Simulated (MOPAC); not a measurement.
Stepwise substitution at one centre (B F-NH2). Gas-phase values, no solvent. Strings in code marks are SMILES.

Quantity: redistribution energy (mixed species minus the weighted end members), in eV. Semi-empirical values (MOPAC) are differences of heats of formation.

Case: 2 of 3 F replaced by NH2: `NB(N)F`. The other species in the difference include `FB(F)F` (neutral, multiplicity 1). Geometry of `FB(N)N` (neutral, multiplicity 1, Å):

```xyz
8

N      1.2653    -0.0522     0.0790
B     -0.0656     0.4149     0.1346
N     -1.2019    -0.3489    -0.2091
F     -0.2672     1.6898     0.5481
H      2.0372     0.5366     0.3358
H      1.5281    -0.9757    -0.2118
H     -2.1277     0.0356    -0.1502
H     -1.1682    -1.3001    -0.5263
```

Problem. What is the computed redistribution energy (mixed species minus the weighted end members) (PM7 // B3LYP-D3(BJ)/def2-TZVP (MOPAC))?

Solution. -0.182 eV.
